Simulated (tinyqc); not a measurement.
ROHF in the sto-3g basis, for CH2, spin multiplicity 3, step by step (part 1 of 2). Computed by tinyqc, a small Python program that keeps every step (integrals from PySCF). Settings: charge = 0, multiplicity = 3, basis = sto-3g, energy threshold = 1e-08, iteration cap = 70, orthogonalisation = symmetric, start = core, DIIS depth = 3, DIIS from iteration = 2, method = ROHF. Command: `OMP_NUM_THREADS=1 python tinyqc.py 29480 29481 out.jsonl` (the two numbers bound the seeds that draw the settings). One thread of a shared host (Intel(R) Xeon(R) Processor @ 2.60GHz), about 0.08 s of CPU time with the checks. Later iterations appear only in the table of the cycle.

## One-electron integrals

Geometry (angstrom):
```
atom         x          y         z
C     0.000000   0.000000  0.000000
H     0.000000   1.019000  0.783000
H     0.000000  -0.980000  0.753000
```

Basis sto-3g: exponents (1/bohr^2) and contraction coefficients of normalised primitives:
```
element  l (shell)   exponent  coefficient
C            s (1)  71.616837     0.154329
C            s (1)  13.045096     0.535328
C            s (1)   3.530512     0.444635
C            s (2)   2.941249    -0.099967
C            s (2)   0.683483     0.399513
C            s (2)   0.222290     0.700115
C            p (3)   2.941249     0.155916
C            p (3)   0.683483     0.607684
C            p (3)   0.222290     0.391957
H            s (1)   3.425251     0.154329
H            s (1)   0.623914     0.535328
H            s (1)   0.168855     0.444635
```

Overlap, kinetic and nuclear-attraction integrals over the contracted functions; the nuclear repulsion is the sum of Za Zb / Rab.

nuclear repulsion = 5.30445193 hartree

overlap S, order 1C 1s, 1C 2s, 1C 2px, 1C 2py, 1C 2pz, 2H 1s, 3H 1s:
$$\begin{pmatrix}
1.000000 & 0.248362 & 0.000000 & 0.000000 & 0.000000 & 0.039646 & 0.044379 \\
0.248362 & 1.000000 & 0.000000 & 0.000000 & 0.000000 & 0.384922 & 0.410302 \\
0.000000 & 0.000000 & 1.000000 & 0.000000 & 0.000000 & 0.000000 & 0.000000 \\
0.000000 & 0.000000 & 0.000000 & 1.000000 & 0.000000 & 0.312961 & -0.328024 \\
0.000000 & 0.000000 & 0.000000 & 0.000000 & 1.000000 & 0.240479 & 0.252043 \\
0.039646 & 0.384922 & 0.000000 & 0.312961 & 0.240479 & 1.000000 & 0.119368 \\
0.044379 & 0.410302 & 0.000000 & -0.328024 & 0.252043 & 0.119368 & 1.000000
\end{pmatrix}$$

kinetic energy T (hartree), order 1C 1s, 1C 2s, 1C 2px, 1C 2py, 1C 2pz, 2H 1s, 3H 1s:
$$\begin{pmatrix}
15.891122 & -0.085890 & 0.000000 & 0.000000 & 0.000000 & -0.011516 & -0.012087 \\
-0.085890 & 0.472250 & 0.000000 & 0.000000 & 0.000000 & 0.054056 & 0.065411 \\
0.000000 & 0.000000 & 1.477728 & 0.000000 & 0.000000 & 0.000000 & 0.000000 \\
0.000000 & 0.000000 & 0.000000 & 1.477728 & 0.000000 & 0.124453 & -0.142760 \\
0.000000 & 0.000000 & 0.000000 & 0.000000 & 1.477728 & 0.095630 & 0.109692 \\
-0.011516 & 0.054056 & 0.000000 & 0.124453 & 0.095630 & 0.760032 & -0.010100 \\
-0.012087 & 0.065411 & 0.000000 & -0.142760 & 0.109692 & -0.010100 & 0.760032
\end{pmatrix}$$

nuclear attraction V (hartree), order 1C 1s, 1C 2s, 1C 2px, 1C 2py, 1C 2pz, 2H 1s, 3H 1s:
$$\begin{pmatrix}
-34.492701 & -4.400843 & 0.000000 & 0.000785 & -0.015450 & -0.712432 & -0.798202 \\
-4.400843 & -6.018949 & 0.000000 & 0.007066 & -0.168344 & -1.880865 & -2.036005 \\
0.000000 & 0.000000 & -5.913986 & 0.000000 & 0.000000 & 0.000000 & 0.000000 \\
0.000785 & 0.007066 & 0.000000 & -6.032489 & 0.003983 & -1.397124 & 1.494028 \\
-0.015450 & -0.168344 & 0.000000 & 0.003983 & -5.983952 & -1.110132 & -1.185778 \\
-0.712432 & -1.880865 & 0.000000 & -1.397124 & -1.110132 & -3.937425 & -0.513855 \\
-0.798202 & -2.036005 & 0.000000 & 1.494028 & -1.185778 & -0.513855 & -4.029234
\end{pmatrix}$$

core Hamiltonian H = T + V (hartree), order 1C 1s, 1C 2s, 1C 2px, 1C 2py, 1C 2pz, 2H 1s, 3H 1s:
$$\begin{pmatrix}
-18.601580 & -4.486733 & 0.000000 & 0.000785 & -0.015450 & -0.723948 & -0.810289 \\
-4.486733 & -5.546699 & 0.000000 & 0.007066 & -0.168344 & -1.826810 & -1.970594 \\
0.000000 & 0.000000 & -4.436258 & 0.000000 & 0.000000 & 0.000000 & 0.000000 \\
0.000785 & 0.007066 & 0.000000 & -4.554761 & 0.003983 & -1.272671 & 1.351268 \\
-0.015450 & -0.168344 & 0.000000 & 0.003983 & -4.506224 & -1.014503 & -1.076085 \\
-0.723948 & -1.826810 & 0.000000 & -1.272671 & -1.014503 & -3.177393 & -0.523955 \\
-0.810289 & -1.970594 & 0.000000 & 1.351268 & -1.076085 & -0.523955 & -3.269202
\end{pmatrix}$$

## Two-electron integrals

Functions are numbered as in S; the eight-fold symmetry (ij|kl) = (ji|kl) = (kl|ij) leaves the list below.

Two-electron integrals (ij|kl) in chemists' order, unique and non-zero (hartree):
```
(11|11) 3.541948    (21|11) 0.576921    (21|21) 0.111888    (22|11) 0.854682
(22|21) 0.205284    (22|22) 0.624709    (31|31) 0.020296    (32|31) 0.030858
(32|32) 0.137996    (33|11) 0.852436    (33|21) 0.205335    (33|22) 0.624568
(33|33) 0.672833    (41|41) 0.020296    (42|41) 0.030858    (42|42) 0.137996
(43|43) 0.036269    (44|11) 0.852436    (44|21) 0.205335    (44|22) 0.624568
(44|33) 0.600295    (44|44) 0.672833    (51|51) 0.020296    (52|51) 0.030858
(52|52) 0.137996    (53|53) 0.036269    (54|54) 0.036269    (55|11) 0.852436
(55|21) 0.205335    (55|22) 0.624568    (55|33) 0.600295    (55|44) 0.600295
(55|55) 0.672833    (61|11) 0.092435    (61|21) 0.017832    (61|22) 0.032705
(61|33) 0.032596    (61|41) 0.000842    (61|42) 0.001584    (61|44) 0.032808
(61|51) 0.000647    (61|52) 0.001217    (61|54) 0.000163    (61|55) 0.032721
(61|61) 0.002903    (62|11) 0.242985    (62|21) 0.059247    (62|22) 0.201121
(62|33) 0.196113    (62|41) 0.004452    (62|42) 0.032002    (62|44) 0.205436
(62|51) 0.003421    (62|52) 0.024590    (62|54) 0.007164    (62|55) 0.201617
(62|61) 0.009861    (62|62) 0.088336    (63|31) 0.005744    (63|32) 0.031141
(63|43) 0.006087    (63|53) 0.004677    (63|63) 0.010245    (64|11) 0.171003
(64|21) 0.042206    (64|22) 0.151918    (64|33) 0.144360    (64|41) 0.008476
(64|42) 0.053319    (64|44) 0.163028    (64|51) 0.002099    (64|52) 0.017042
(64|54) 0.009667    (64|55) 0.148195    (64|61) 0.007318    (64|62) 0.079126
(64|64) 0.079833    (65|11) 0.131399    (65|21) 0.032431    (65|22) 0.116734
(65|33) 0.110926    (65|41) 0.002099    (65|42) 0.017042    (65|44) 0.115917
(65|51) 0.007357    (65|52) 0.044236    (65|54) 0.009921    (65|55) 0.123227
(65|61) 0.005623    (65|62) 0.060801    (65|64) 0.053471    (65|65) 0.051332
(66|11) 0.407413    (66|21) 0.100990    (66|22) 0.391409    (66|33) 0.371275
(66|41) 0.008936    (66|42) 0.088022    (66|44) 0.408918    (66|51) 0.006867
(66|52) 0.067636    (66|54) 0.028925    (66|55) 0.393501    (66|61) 0.016992
(66|62) 0.224712    (66|64) 0.221517    (66|65) 0.170214    (66|66) 0.774606
(71|11) 0.103538    (71|21) 0.019970    (71|22) 0.036613    (71|33) 0.036489
(71|41) -0.000954   (71|42) -0.001787   (71|44) 0.036732    (71|51) 0.000733
(71|52) 0.001373    (71|54) -0.000186   (71|55) 0.036632    (71|61) 0.003166
(71|62) 0.010453    (71|64) 0.007119    (71|65) 0.005975    (71|66) 0.017784
(71|71) 0.003643    (72|11) 0.263504    (72|21) 0.064211    (72|22) 0.216911
(72|33) 0.211572    (72|41) -0.004838   (72|42) -0.034250   (72|44) 0.221511
(72|51) 0.003717    (72|52) 0.026317    (72|54) -0.007637   (72|55) 0.217440
(72|61) 0.010120    (72|62) 0.068168    (72|64) 0.044137    (72|65) 0.045655
(72|66) 0.134506    (72|71) 0.011967    (72|72) 0.101233    (73|31) 0.006333
(73|32) 0.034001    (73|43) -0.006581   (73|53) 0.005056    (73|63) 0.007504
(73|73) 0.011991    (74|11) -0.182793   (74|21) -0.045099   (74|22) -0.161539
(74|33) -0.153456   (74|41) 0.009274    (74|42) 0.057512    (74|44) -0.173477
(74|51) -0.002260   (74|52) -0.018065   (74|54) 0.010327    (74|55) -0.157506
(74|61) -0.006788   (74|62) -0.043247   (74|64) -0.021421   (74|65) -0.028468
(74|66) -0.079766   (74|71) -0.008773   (74|72) -0.089458   (74|74) 0.089607
(75|11) 0.140452    (75|21) 0.034652    (75|22) 0.124122    (75|33) 0.117911
(75|41) -0.002260   (75|42) -0.018065   (75|44) 0.123182    (75|51) 0.008070
(75|52) 0.047881    (75|54) -0.010631   (75|55) 0.131135    (75|61) 0.005709
(75|62) 0.045206    (75|64) 0.028710    (75|65) 0.037164    (75|66) 0.094407
(75|71) 0.006741    (75|72) 0.068736    (75|74) -0.059637   (75|75) 0.057815
(76|11) 0.063531    (76|21) 0.015590    (76|22) 0.055808    (76|33) 0.054057
(76|41) 0.000012    (76|42) 0.000153    (76|44) 0.055493    (76|51) 0.001422
(76|52) 0.011297    (76|54) 0.000044    (76|55) 0.057815    (76|61) 0.002550
(76|62) 0.022787    (76|64) 0.017781    (76|65) 0.017169    (76|66) 0.055931
(76|71) 0.002853    (76|72) 0.024192    (76|74) -0.018476   (76|75) 0.018031
(76|76) 0.007348    (77|11) 0.422640    (77|21) 0.104721    (77|22) 0.403386
(77|33) 0.382322    (77|41) -0.009527   (77|42) -0.091798   (77|44) 0.421724
(77|51) 0.007320    (77|52) 0.070535    (77|54) -0.030275   (77|55) 0.405584
(77|61) 0.016469    (77|62) 0.128381    (77|64) 0.077521    (77|65) 0.091145
(77|66) 0.263795    (77|71) 0.019759    (77|72) 0.242981    (77|74) -0.236602
(77|75) 0.181797    (77|76) 0.055931    (77|77) 0.774606
```

## Orthogonalisation

S = U s U^T; symmetric (Loewdin) form X = U s^(-1/2) U^T, so that X^T S X = 1.

eigenvalues of S: [0.370247, 0.485084, 0.863279, 1.000000, 1.113106, 1.396902, 1.771382]

X, order 1C 1s, 1C 2s, 1C 2px, 1C 2py, 1C 2pz, 2H 1s, 3H 1s:
$$\begin{pmatrix}
1.026514 & -0.147167 & 0.000000 & 0.000745 & -0.010787 & 0.022721 & 0.023877 \\
-0.147167 & 1.187599 & 0.000000 & -0.009583 & 0.098585 & -0.242260 & -0.267248 \\
0.000000 & 0.000000 & 1.000000 & 0.000000 & 0.000000 & 0.000000 & 0.000000 \\
0.000745 & -0.009583 & 0.000000 & 1.103821 & -0.005153 & -0.199964 & 0.216015 \\
-0.010787 & 0.098585 & 0.000000 & -0.005153 & 1.059501 & -0.148103 & -0.160684 \\
0.022721 & -0.242260 & 0.000000 & -0.199964 & -0.148103 & 1.149808 & -0.019799 \\
0.023877 & -0.267248 & 0.000000 & 0.216015 & -0.160684 & -0.019799 & 1.173543
\end{pmatrix}$$

## Starting guess

The start is the orbitals of the core Hamiltonian; D(s) = C_occ C_occ^T for each spin.

D(alpha) at the start, order 1C 1s, 1C 2s, 1C 2px, 1C 2py, 1C 2pz, 2H 1s, 3H 1s:
$$\begin{pmatrix}
1.072632 & -0.304092 & 0.000000 & 0.001683 & -0.025522 & 0.035344 & 0.037603 \\
-0.304092 & 1.267611 & 0.000000 & -0.010357 & 0.138074 & -0.141256 & -0.150744 \\
0.000000 & 0.000000 & 1.000000 & 0.000000 & 0.000000 & 0.000000 & 0.000000 \\
0.001683 & -0.010357 & 0.000000 & 1.146526 & -0.006220 & -0.132556 & 0.140530 \\
-0.025522 & 0.138074 & 0.000000 & -0.006220 & 1.091880 & -0.111097 & -0.117248 \\
0.035344 & -0.141256 & 0.000000 & -0.132556 & -0.111097 & 0.039953 & 0.009519 \\
0.037603 & -0.150744 & 0.000000 & 0.140530 & -0.117248 & 0.009519 & 0.044183
\end{pmatrix}$$

D(beta) at the start, order 1C 1s, 1C 2s, 1C 2px, 1C 2py, 1C 2pz, 2H 1s, 3H 1s:
$$\begin{pmatrix}
1.059747 & -0.250965 & 0.000000 & 0.001653 & -0.126868 & 0.038959 & 0.041306 \\
-0.250965 & 1.048565 & 0.000000 & -0.010236 & 0.555927 & -0.156161 & -0.166010 \\
0.000000 & 0.000000 & 0.000000 & 0.000000 & 0.000000 & 0.000000 & 0.000000 \\
0.001653 & -0.010236 & 0.000000 & 1.146526 & -0.006451 & -0.132548 & 0.140538 \\
-0.126868 & 0.555927 & 0.000000 & -0.006451 & 0.294780 & -0.082664 & -0.088129 \\
0.038959 & -0.156161 & 0.000000 & -0.132548 & -0.082664 & 0.038938 & 0.008480 \\
0.041306 & -0.166010 & 0.000000 & 0.140538 & -0.088129 & 0.008480 & 0.043119
\end{pmatrix}$$

## Iteration 1: building the Fock matrix

J_ij = sum D_kl (ij|kl) with D = D(alpha) + D(beta), K_ij = sum D_kl (ik|jl) for each spin; F = H + J - K(s); E = tr D H + tr D J / 2 - 0.5 sum_s tr D(s) K(s) + E_nn.

Coulomb J (hartree), order 1C 1s, 1C 2s, 1C 2px, 1C 2py, 1C 2pz, 2H 1s, 3H 1s:
$$\begin{pmatrix}
12.368979 & 2.415411 & 0.000000 & -0.000036 & 0.025150 & 0.386993 & 0.433370 \\
2.415411 & 5.518471 & 0.000000 & 0.000949 & 0.107133 & 1.725324 & 1.862796 \\
0.000000 & 0.000000 & 5.488435 & 0.000000 & 0.000000 & 0.000000 & 0.000000 \\
-0.000036 & 0.000949 & 0.000000 & 5.551667 & 0.000494 & 1.279158 & -1.360836 \\
0.025150 & 0.107133 & 0.000000 & 0.000494 & 5.498942 & 0.999568 & 1.064277 \\
0.386993 & 1.725324 & 0.000000 & 1.279158 & 0.999568 & 3.210883 & 0.471776 \\
0.433370 & 1.862796 & 0.000000 & -1.360836 & 1.064277 & 0.471776 & 3.312828
\end{pmatrix}$$

exchange K(alpha) (hartree), order 1C 1s, 1C 2s, 1C 2px, 1C 2py, 1C 2pz, 2H 1s, 3H 1s:
$$\begin{pmatrix}
3.658685 & 0.675014 & 0.000000 & 0.000005 & 0.000427 & 0.114810 & 0.128167 \\
0.675014 & 1.100296 & 0.000000 & 0.000259 & 0.000420 & 0.296387 & 0.322425 \\
0.000000 & 0.000000 & 0.909173 & 0.000000 & 0.000000 & 0.000000 & 0.000000 \\
0.000005 & 0.000259 & 0.000000 & 0.904306 & 0.000417 & 0.168191 & -0.180499 \\
0.000427 & 0.000420 & 0.000000 & 0.000417 & 0.906191 & 0.127729 & 0.137235 \\
0.114810 & 0.296387 & 0.000000 & 0.168191 & 0.127729 & 0.148940 & 0.074141 \\
0.128167 & 0.322425 & 0.000000 & -0.180499 & 0.137235 & 0.074141 & 0.172951
\end{pmatrix}$$

exchange K(beta) (hartree), order 1C 1s, 1C 2s, 1C 2px, 1C 2py, 1C 2pz, 2H 1s, 3H 1s:
$$\begin{pmatrix}
3.613722 & 0.617829 & 0.000000 & 0.000007 & 0.013037 & 0.104697 & 0.117010 \\
0.617829 & 0.726712 & 0.000000 & 0.000534 & 0.305479 & 0.242590 & 0.263235 \\
0.000000 & 0.000000 & 0.178864 & 0.000000 & 0.000000 & 0.000000 & 0.000000 \\
0.000007 & 0.000534 & 0.000000 & 0.809721 & -0.000077 & 0.156961 & -0.168331 \\
0.013037 & 0.305479 & 0.000000 & -0.000077 & 0.318183 & 0.130716 & 0.141491 \\
0.104697 & 0.242590 & 0.000000 & 0.156961 & 0.130716 & 0.131625 & 0.061342 \\
0.117010 & 0.263235 & 0.000000 & -0.168331 & 0.141491 & 0.061342 & 0.152698
\end{pmatrix}$$

F(alpha) (hartree), order 1C 1s, 1C 2s, 1C 2px, 1C 2py, 1C 2pz, 2H 1s, 3H 1s:
$$\begin{pmatrix}
-9.891286 & -2.746336 & 0.000000 & 0.000744 & 0.009273 & -0.451765 & -0.505086 \\
-2.746336 & -1.128524 & 0.000000 & 0.007756 & -0.061631 & -0.397873 & -0.430222 \\
0.000000 & 0.000000 & 0.143003 & 0.000000 & 0.000000 & 0.000000 & 0.000000 \\
0.000744 & 0.007756 & 0.000000 & 0.092600 & 0.004061 & -0.161704 & 0.170931 \\
0.009273 & -0.061631 & 0.000000 & 0.004061 & 0.086528 & -0.142663 & -0.149043 \\
-0.451765 & -0.397873 & 0.000000 & -0.161704 & -0.142663 & -0.115450 & -0.126321 \\
-0.505086 & -0.430222 & 0.000000 & 0.170931 & -0.149043 & -0.126321 & -0.129326
\end{pmatrix}$$

F(beta) (hartree), order 1C 1s, 1C 2s, 1C 2px, 1C 2py, 1C 2pz, 2H 1s, 3H 1s:
$$\begin{pmatrix}
-9.846323 & -2.689151 & 0.000000 & 0.000741 & -0.003338 & -0.441652 & -0.493929 \\
-2.689151 & -0.754940 & 0.000000 & 0.007481 & -0.366690 & -0.344076 & -0.371033 \\
0.000000 & 0.000000 & 0.873312 & 0.000000 & 0.000000 & 0.000000 & 0.000000 \\
0.000741 & 0.007481 & 0.000000 & 0.187184 & 0.004555 & -0.150474 & 0.158763 \\
-0.003338 & -0.366690 & 0.000000 & 0.004555 & 0.674535 & -0.145651 & -0.153300 \\
-0.441652 & -0.344076 & 0.000000 & -0.150474 & -0.145651 & -0.098135 & -0.113521 \\
-0.493929 & -0.371033 & 0.000000 & 0.158763 & -0.153300 & -0.113521 & -0.109073
\end{pmatrix}$$

total energy of this density = -36.89193103 hartree

## Iteration 1: Roothaan effective Fock matrix

With projectors Pc = D(beta) S, Po = (D(alpha) - D(beta)) S, Pv = 1 - D(alpha) S, the block xy is Px^T F Py; with Fc = (F(alpha) + F(beta))/2, the blocks are Fc for cc, oo, vv and cv, F(beta) for co and F(alpha) for ov.

effective F (hartree), order 1C 1s, 1C 2s, 1C 2px, 1C 2py, 1C 2pz, 2H 1s, 3H 1s:
$$\begin{pmatrix}
-9.868646 & -2.710739 & 0.000000 & 0.000728 & -0.009776 & -0.446693 & -0.499460 \\
-2.710739 & -0.909124 & 0.000000 & 0.007630 & -0.236778 & -0.365550 & -0.394663 \\
0.000000 & 0.000000 & 0.508158 & 0.000000 & 0.000000 & 0.000000 & 0.000000 \\
0.000728 & 0.007630 & 0.000000 & 0.139892 & 0.004202 & -0.156101 & 0.164834 \\
-0.009776 & -0.236778 & 0.000000 & 0.004202 & 0.350019 & -0.154660 & -0.162537 \\
-0.446693 & -0.365550 & 0.000000 & -0.156101 & -0.154660 & -0.106873 & -0.119983 \\
-0.499460 & -0.394663 & 0.000000 & 0.164834 & -0.162537 & -0.119983 & -0.119239
\end{pmatrix}$$

## Iteration 1: diagonalisation and new density

Diagonalise F' = X^T F X, C = X C', fill 5 alpha and 3 beta electrons from the bottom; D(s) = C_occ C_occ^T. Each column has its largest component positive (the first on a tie).

F' = X^T F X (hartree):
$$\begin{pmatrix}
-9.640255 & -1.505588 & 0.000000 & 0.000951 & -0.008818 & -0.038865 & -0.052880 \\
-1.505588 & -0.224870 & 0.000000 & -0.004605 & -0.103453 & -0.252887 & -0.279821 \\
0.000000 & 0.000000 & 0.508158 & 0.000000 & 0.000000 & 0.000000 & 0.000000 \\
0.000951 & -0.004605 & 0.000000 & 0.318469 & -0.003800 & -0.247787 & 0.266388 \\
-0.008818 & -0.103453 & 0.000000 & -0.003800 & 0.452203 & -0.192244 & -0.208241 \\
-0.038865 & -0.252887 & 0.000000 & -0.247787 & -0.192244 & 0.134623 & -0.032415 \\
-0.052880 & -0.279821 & 0.000000 & 0.266388 & -0.208241 & -0.032415 & 0.160833
\end{pmatrix}$$

orbital energies (hartree): MO1 -9.876737, MO2 -0.386885, MO3 -0.120692, MO4 0.332100, MO5 0.508158, MO6 0.603885, MO7 0.649332

coefficients C, order 1C 1s, 1C 2s, 1C 2px, 1C 2py, 1C 2pz, 2H 1s, 3H 1s:
$$\begin{pmatrix}
0.991710 & -0.198151 & -0.001724 & -0.215487 & 0.000000 & 0.042243 & 0.074951 \\
0.034043 & 0.607855 & 0.009428 & 0.955643 & 0.000000 & -0.265802 & -0.466189 \\
0.000000 & 0.000000 & 0.000000 & 0.000000 & 1.000000 & 0.000000 & 0.000000 \\
-0.000341 & -0.013693 & 0.476699 & 0.045235 & 0.000000 & -0.827826 & 0.624832 \\
0.004779 & 0.246710 & 0.004241 & -0.388946 & 0.000000 & -0.594068 & -0.784255 \\
-0.006595 & 0.303039 & 0.530683 & -0.499182 & 0.000000 & 0.899714 & 0.106811 \\
-0.007079 & 0.324187 & -0.491148 & -0.462470 & 0.000000 & -0.190472 & 0.962049
\end{pmatrix}$$

D(alpha) after iteration 1, order 1C 1s, 1C 2s, 1C 2px, 1C 2py, 1C 2pz, 2H 1s, 3H 1s:
$$\begin{pmatrix}
1.069190 & -0.292632 & 0.000000 & -0.008194 & 0.039659 & 0.040065 & 0.029245 \\
-0.292632 & 1.283989 & 0.000000 & 0.039388 & -0.221527 & -0.288058 & -0.249769 \\
0.000000 & 0.000000 & 1.000000 & 0.000000 & 0.000000 & 0.000000 & 0.000000 \\
-0.008194 & 0.039388 & 0.000000 & 0.229476 & -0.018952 & 0.226249 & -0.259486 \\
0.039659 & -0.221527 & 0.000000 & -0.018952 & 0.212186 & 0.271137 & 0.257739 \\
0.040065 & -0.288058 & 0.000000 & 0.226249 & 0.271137 & 0.622683 & 0.068501 \\
0.029245 & -0.249769 & 0.000000 & -0.259486 & 0.257739 & 0.068501 & 0.560251
\end{pmatrix}$$

D(beta) after iteration 1, order 1C 1s, 1C 2s, 1C 2px, 1C 2py, 1C 2pz, 2H 1s, 3H 1s:
$$\begin{pmatrix}
1.022755 & -0.086703 & 0.000000 & 0.001553 & -0.044154 & -0.067502 & -0.070411 \\
-0.086703 & 0.370735 & 0.000000 & -0.003840 & 0.150166 & 0.188982 & 0.192187 \\
0.000000 & 0.000000 & 0.000000 & 0.000000 & 0.000000 & 0.000000 & 0.000000 \\
0.001553 & -0.003840 & 0.000000 & 0.227430 & -0.001358 & 0.248829 & -0.238566 \\
-0.044154 & 0.150166 & 0.000000 & -0.001358 & 0.060907 & 0.076982 & 0.077863 \\
-0.067502 & 0.188982 & 0.000000 & 0.248829 & 0.076982 & 0.373501 & -0.162356 \\
-0.070411 & 0.192187 & 0.000000 & -0.238566 & 0.077863 & -0.162356 & 0.346373
\end{pmatrix}$$
